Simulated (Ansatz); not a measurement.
**Strength of the C–C bond: C3H7FO → C2H5O + CH2F**

Species: C3H7FO (2-fluoroethyl methyl ether) `COCCF`, singlet; C2H5O (methoxymethyl) `[CH2]OC`, doublet; CH2F `[CH2]F`, doublet. 

Shapes, held fixed at every level: PBE0-D4/def2-TZVP. Flexible molecules stand in one conformer, not always the lowest. Programs: Ansatz 0.2.0. The zero-point and thermal change to 298 K, harmonic and unscaled (PBE0-D4/def2-TZVP), is -22.4 kJ/mol.

```tsv
level	kind	ΔH(298 K) (kJ/mol)	less CCSD(T)/CBS estimate
HF/def2-TZVPP	Hartree–Fock	+250.2	-118.3
BHLYP-D4/def2-TZVPP	global hybrid	+339.4	-29.1
wB97M-V/def2-TZVPP	range-separated hybrid	+364.9	-3.6
B2PLYP/def2-TZVPP	double hybrid	+345.3	-23.2
CCSD/def2-SVP	coupled cluster or CI	+356.6	-11.9
CCSD(T)/def2-TZVPP	coupled cluster or CI	+360.9	-7.6
CCSD(T)/CBS estimate	coupled cluster or CI	+368.5	0.0
```

The highest level, CCSD(T)/CBS estimate, gives ΔH(298 K) = +368.5 kJ/mol; the levels span +250.2 to +368.5. The column of differences is taken from that level and isn't an error. Hartree–Fock misses the correlation of the pair that is broken and comes out low. No measured value is set beside it here. Open shells run unrestricted unless RO is named. The CBS estimate extrapolates MP2 from def2-TZVPP and def2-QZVPP and adds CCSD(T) − MP2 in the triple-zeta set, cores frozen.
